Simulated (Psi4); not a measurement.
# UB3LYP/6-31G(d) (Cartesian functions) run of BNH3O (SMILES N[B]O)

Aim: the vertical doublet–quartet gap of BNH3O at UB3LYP/6-31G* (Cartesian functions), from 2 runs. Input form: a QCSchema input.

Program for the calculation: Psi4 1.11.

3 further runs of the same task are left out: 1 that didn't finish, 2 set aside as unsound or not needed.

### 1 Starting point

BNH3O: 6 atoms, total charge 0, spin state doublet. As SMILES, `N[B]O`. Geometry: relaxed at PBE0-D4/def2-TZVP. This is one conformer, not always the lowest.

Bond lengths: N1–B2 1.390 Å, B2–O3 1.359 Å, N1–H4 1.002 Å, N1–H5 1.010 Å, O3–H6 0.958 Å. Angles: N1–B2–O3 122.6°, B2–N1–H4 122.8°, B2–N1–H5 122.6°, B2–O3–H6 113.3°, H4–N1–H5 114.6°.

### 2 Energy and forces at UB3LYP/6-31G(d) (Cartesian functions)

Contents of job.json:

```json
{
 "schema_name": "qcschema_input",
 "schema_version": 1,
 "molecule": {
  "schema_name": "qcschema_molecule",
  "schema_version": 2,
  "symbols": ["N", "B", "O", "H", "H", "H"],
  "geometry": [-1.47644302, 0.34884344, -1.05900252, 0.06160507, -0.92672169, 0.64534147, 2.40033012, -0.0890061, 1.2937065, -3.20289681, -0.26418371, -1.54107165, -0.94278436, 1.97041743, -1.91240284, 3.2395575, -1.16029184, 2.48631266],
  "molecular_charge": 0,
  "molecular_multiplicity": 2,
  "fix_symmetry": "c1",
  "fix_com": true,
  "fix_orientation": true
 },
 "driver": "gradient",
 "model": {
  "method": "b3lyp",
  "basis": "6-31G*"
 },
 "keywords": {
  "reference": "uks",
  "puream": false,
  "e_convergence": 1e-09,
  "d_convergence": 1e-08,
  "scf_type": "pk",
  "dft_radial_points": 99,
  "dft_spherical_points": 590,
  "maxiter": 200,
  "scf_properties": ["MAYER_INDICES", "LOWDIN_CHARGES", "DIPOLE"]
 }
}
```

Started as:

```console
psi4 --qcschema job.json -n 1 --memory 1600MB
```

stdout:

```text
[...]
  Running in c1 symmetry.
[...]
  Nuclear repulsion =   61.438460125430481
[...]
  Multiplicity = 2
[...]
  Nalpha       = 12
  Nbeta        = 11
[...]
    Number of basis functions: 51
[...]
   @UKS iter   1:  -156.32593207304132   -1.84050e-01   1.72699e-02 DIIS/ADIIS
[...]
   @UKS iter  12:  -156.63706045060559   -1.96110e-12   4.53252e-09 DIIS
[...]
   @S^2 Observed:                7.517117005E-01
[...]
    Orbital Energies [Eh]
    ---------------------
    Alpha Occupied:
       1A    -19.152558     2A    -14.315908     3A     -6.764312
       4A     -1.015465     5A     -0.853921     6A     -0.559092
       7A     -0.498019     8A     -0.456526     9A     -0.397456
      10A     -0.354707    11A     -0.261705    12A     -0.170222
    Alpha Virtual:
      13A      0.072323    14A      0.082257    15A      0.102734
      16A      0.155663    17A      0.254553    18A      0.297693
      19A      0.442346    20A      0.460543    21A      0.570685
      22A      0.606131    23A      0.713585    24A      0.754323
      25A      0.796485    26A      0.874365    27A      0.910997
[...]
  @UKS Final Energy:  -156.63706045060559
   => Energetics <=
    Nuclear Repulsion Energy =             61.4384601254304812
    One-Electron Energy =                -334.7317448777337177
    Two-Electron Energy =                 133.4294151540755706
    DFT Exchange-Correlation Energy =     -16.7731908523779296
    Empirical Dispersion Energy =           0.0000000000000000
    VV10 Nonlocal Energy =                  0.0000000000000000
    Total Energy =                       -156.6370604506055884
[...]
 Multipole Moments:
 ------------------------------------------------------------------------------------
     Multipole            Electronic (a.u.)      Nuclear  (a.u.)        Total (a.u.)
 ------------------------------------------------------------------------------------
 L = 1.  Multiply by 2.5417464519 to convert [e a0] to [Debye]
 Dipole X            :         -8.4176761            8.2694415           -0.1482346
 Dipole Y            :          2.3557231           -2.3578113           -0.0020881
 Dipole Z            :         -5.2730345            5.1961799           -0.0768546
 Magnitude           :                                                    0.1669865
[...]
  -Total Gradient:
     Atom            X                  Y                   Z
    ------   -----------------  -----------------  -----------------
       1        0.000970143801    -0.001546465282     0.001597668191
       2        0.002729579219     0.008584510772    -0.004574937136
       3       -0.004731175740    -0.008654118600     0.003562004120
       4        0.004177044636     0.001049410294     0.001473349400
       5       -0.000731182366    -0.004297084538     0.002618271760
       6       -0.002421026740     0.004861110065    -0.004678015598
[...]
```

The result, in JSON:

```text
{
 "driver": "gradient",
 "model": {
  "method": "b3lyp",
  "basis": "6-31G*"
 },
 "success": true,
 "return_result": [0.0009701438008732043, -0.001546465281612095, 0.0015976681908863102, 0.0027295792191068674, 0.008584510772066872, -0.0045749371355310875, -0.004731175740018856, -0.0086541186001666, 0.0035620041201593206, 0.004177044636110405, 0.0010494102943245792, 0.0014733493997005354, -0.0007311823655633404, -0.004297084537988521, 0.0026182717595451405, -0.0024210267397720697, 0.004861110064935031, -0.004678015598018476],
 "properties": {
  "calcinfo_nbasis": 51,
  "calcinfo_nmo": 51,
  "calcinfo_nalpha": 12,
  "calcinfo_nbeta": 11,
  "calcinfo_natom": 6,
  "nuclear_repulsion_energy": 61.43846012543048,
  "return_energy": -156.6370604506056,
  "return_gradient": [0.0009701438008732043, -0.001546465281612095, 0.0015976681908863102, 0.0027295792191068674, 0.008584510772066872, -0.0045749371355310875, -0.004731175740018856, -0.0086541186001666, 0.0035620041201593206, 0.004177044636110405, 0.0010494102943245792, 0.0014733493997005354, -0.0007311823655633404, -0.004297084537988521, 0.0026182717595451405, -0.0024210267397720697, 0.004861110064935031, -0.004678015598018476],
  "scf_one_electron_energy": -334.7317448777337,
  "scf_two_electron_energy": 133.42941515407557,
  "scf_xc_energy": -16.77319085237793,
  "scf_dipole_moment": [-0.1482346089440867, -0.0020881403199197734, -0.07685463662451397],
  "scf_total_energy": -156.6370604506056,
  "scf_total_gradient": [0.0009701438008732043, -0.001546465281612095, 0.0015976681908863102, 0.0027295792191068674, 0.008584510772066872, -0.0045749371355310875, -0.004731175740018856, -0.0086541186001666, 0.0035620041201593206, 0.004177044636110405, 0.0010494102943245792, 0.0014733493997005354, -0.0007311823655633404, -0.004297084537988521, 0.0026182717595451405, -0.0024210267397720697, 0.004861110064935031, -0.004678015598018476],
  "scf_iterations": 12
 }
}
```

It took 28 s on 1 thread of Intel Xeon Platinum 8259CL at 2.50GHz (Skylake/Cascade Lake), shared host; peak memory 0.69 GiB.

### 3 The quartet

Contents of bh3no.json:

```json
{
 "schema_name": "qcschema_input",
 "schema_version": 1,
 "molecule": {
  "schema_name": "qcschema_molecule",
  "schema_version": 2,
  "symbols": ["N", "B", "O", "H", "H", "H"],
  "geometry": [-1.47644302, 0.34884344, -1.05900252, 0.06160507, -0.92672169, 0.64534147, 2.40033012, -0.0890061, 1.2937065, -3.20289681, -0.26418371, -1.54107165, -0.94278436, 1.97041743, -1.91240284, 3.2395575, -1.16029184, 2.48631266],
  "molecular_charge": 0,
  "molecular_multiplicity": 4,
  "fix_symmetry": "c1",
  "fix_com": true,
  "fix_orientation": true
 },
 "driver": "gradient",
 "model": {
  "method": "b3lyp",
  "basis": "6-31G*"
 },
 "keywords": {
  "reference": "uks",
  "puream": false,
  "e_convergence": 1e-09,
  "d_convergence": 1e-08,
  "scf_type": "pk",
  "dft_radial_points": 99,
  "dft_spherical_points": 590,
  "maxiter": 200
 }
}
```

Started as:

```console
psi4 --qcschema bh3no.json -n 1 --memory 1600MB
```

stdout, cut to the lines that bear on the results:

```text
[...]
  Running in c1 symmetry.
[...]
  Nuclear repulsion =   61.438460125430481
[...]
  Multiplicity = 4
[...]
  Nalpha       = 13
  Nbeta        = 10
[...]
    Number of basis functions: 51
[...]
   @UKS iter   1:  -156.16516369285603   -2.32815e-02   1.34542e-02 ADIIS/DIIS
[...]
   @UKS iter  13:  -156.37733063588061   -5.42855e-12   6.72763e-09 DIIS
[...]
   @S^2 Observed:                3.754534395E+00
[...]
  @UKS Final Energy:  -156.37733063588061
   => Energetics <=
    Nuclear Repulsion Energy =             61.4384601254304812
    One-Electron Energy =                -334.0298921273745236
    Two-Electron Energy =                 132.9753888119629437
    DFT Exchange-Correlation Energy =     -16.7612874458995087
    Empirical Dispersion Energy =           0.0000000000000000
    VV10 Nonlocal Energy =                  0.0000000000000000
    Total Energy =                       -156.3773306358806110
[...]
 Multipole Moments:
 ------------------------------------------------------------------------------------
     Multipole            Electronic (a.u.)      Nuclear  (a.u.)        Total (a.u.)
 ------------------------------------------------------------------------------------
 L = 1.  Multiply by 2.5417464519 to convert [e a0] to [Debye]
 Dipole X            :         -8.7849531            8.2694415           -0.5155116
 Dipole Y            :          3.0185373           -2.3578113            0.6607260
 Dipole Z            :         -5.9304905            5.1961799           -0.7343106
 Magnitude           :                                                    1.1142365
[...]
  -Total Gradient:
     Atom            X                  Y                   Z
    ------   -----------------  -----------------  -----------------
       1        0.049076654516    -0.063048314036     0.070007162648
       2        0.003287147036     0.113484867407    -0.077652757265
       3       -0.060358204793    -0.045956870668     0.000289759436
       4        0.008947469755     0.003128924510     0.002527951748
       5       -0.000866135325    -0.014436594027     0.009654407616
       6       -0.000093761746     0.006825283155    -0.004828249200
[...]
```

The result, in JSON:

```text
{
 "driver": "gradient",
 "model": {
  "method": "b3lyp",
  "basis": "6-31G*"
 },
 "success": true,
 "return_result": [0.049076654515864994, -0.06304831403576294, 0.07000716264820578, 0.003287147035933219, 0.11348486740693212, -0.07765275726493041, -0.06035820479326644, -0.04595687066810156, 0.0002897594361490896, 0.00894746975450103, 0.00312892450982262, 0.0025279517480065183, -0.0008661353253281157, -0.014436594026933841, 0.009654407616032493, -9.376174607148013e-05, 0.0068252831553730076, -0.00482824920028932],
 "properties": {
  "calcinfo_nbasis": 51,
  "calcinfo_nmo": 51,
  "calcinfo_nalpha": 13,
  "calcinfo_nbeta": 10,
  "calcinfo_natom": 6,
  "nuclear_repulsion_energy": 61.43846012543048,
  "return_energy": -156.3773306358806,
  "return_gradient": [0.049076654515864994, -0.06304831403576294, 0.07000716264820578, 0.003287147035933219, 0.11348486740693212, -0.07765275726493041, -0.06035820479326644, -0.04595687066810156, 0.0002897594361490896, 0.00894746975450103, 0.00312892450982262, 0.0025279517480065183, -0.0008661353253281157, -0.014436594026933841, 0.009654407616032493, -9.376174607148013e-05, 0.0068252831553730076, -0.00482824920028932],
  "scf_one_electron_energy": -334.0298921273745,
  "scf_two_electron_energy": 132.97538881196294,
  "scf_xc_energy": -16.76128744589951,
  "scf_dipole_moment": [-0.5155115500407064, 0.660726027388232, -0.7343105879300342],
  "scf_total_energy": -156.3773306358806,
  "scf_total_gradient": [0.049076654515864994, -0.06304831403576294, 0.07000716264820578, 0.003287147035933219, 0.11348486740693212, -0.07765275726493041, -0.06035820479326644, -0.04595687066810156, 0.0002897594361490896, 0.00894746975450103, 0.00312892450982262, 0.0025279517480065183, -0.0008661353253281157, -0.014436594026933841, 0.009654407616032493, -9.376174607148013e-05, 0.0068252831553730076, -0.00482824920028932],
  "scf_iterations": 13
 }
}
```

Run time: 31 s. Hardware: 1 thread of Intel Xeon Platinum 8259CL at 2.50GHz (Skylake/Cascade Lake), shared host; peak memory 0.69 GiB.

### 4 Results

At UB3LYP/6-31G* (Cartesian functions):

| quantity | value |
| --- | --- |
| doublet: total energy | -156.63706 Eh |
| doublet: dipole moment | 0.42 D |
| doublet: HOMO energy (highest over α and β) | -4.63 eV |
| doublet: LUMO energy (lowest over α and β) | -0.45 eV |
| doublet: ⟨S²⟩ | 0.752 |
| doublet: largest force on an atom | 0.539 eV/Å |
| quartet: total energy | -156.37733 Eh |
| quartet: dipole moment | 2.83 D |
| quartet: HOMO energy (highest over α and β) | -0.16 eV |
| quartet: ⟨S²⟩ | 3.755 |
| quartet: largest force on an atom | 7.073 eV/Å |
| vertical energy of the quartet above the doublet | 7.068 eV |

What this shows: At this shape the quartet lies 7.07 eV (163 kcal/mol) above the doublet. The largest force (doublet) is 0.54 eV/Å: the shape isn't a stationary point for this species at this level.
